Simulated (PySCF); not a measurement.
Potential energy of AlP⁺ along the bond

Set-up: basis Al jorge-DZP-DKH, P jorge-DZP-DKH; spin-free X2C with a Gaussian nucleus; PySCF 2.14. Energies in eV from Al⁺ + P in their ground configurations at the same level. State: ⁴Σ⁻ (quartet), unpaired electrons σ ↑, π ↑↑.

| R (Å) | ROHF-CCSD(T) | PBE |
| --- | --- | --- |
| 2.167 |  | -0.5168 |
| 2.268 | -0.0590 | -0.7409 |
| 2.369 | -0.2152 | -0.8507 |
| 2.444 | -0.2847 | -0.8835 |
| 2.520 | -0.3274 | -0.8883 |
| 2.596 | -0.3511 | -0.8743 |
| 2.696 | -0.3628 | -0.8375 |
| 2.822 | -0.3569 | -0.7768 |
| 2.974 | -0.3330 | -0.6971 |
| 3.175 |  | -0.5939 |

Question: Put a parabola through the three lowest points of the ROHF-CCSD(T) curve and estimate Re, k and ωe (reduced mass 14.42 u; 1 eV/Å² = 0.16022 mdyn/Å; ωe = 1302.8·√(k/μ) cm⁻¹).

Answer: Through R = 2.596, 2.696, 2.822 Å the second-order coefficient is 0.725 eV/Å², so Re ≈ 2.727 Å, k ≈ 0.232 mdyn/Å and ωe ≈ 165 cm⁻¹. A polynomial fit of higher order to the unrounded ROHF-CCSD(T) energies gives Re = 2.718 Å, k = 0.212 mdyn/Å, ωe = 158 cm⁻¹; anharmonicity and rounding make the difference.

The higher-order fit for each curve: ROHF-CCSD(T): Re = 2.718 Å, ωe = 158 cm⁻¹, De = 0.363 eV; PBE: Re = 2.497 Å, ωe = 264 cm⁻¹, De = 0.89 eV.

Correlated steps freeze 10 core orbitals. Correlated levels converge slowly with the basis: in double zeta they bind strong bonds too weakly, by up to about 1 eV, and carry superposition errors of some tenths. For an ion De counts to the pair picked by the measured ionisation energies or electron affinities, which need not be the lowest pair at this level. The state is the lowest determinant that a PBE0 search found; another state may lie lower at other levels.
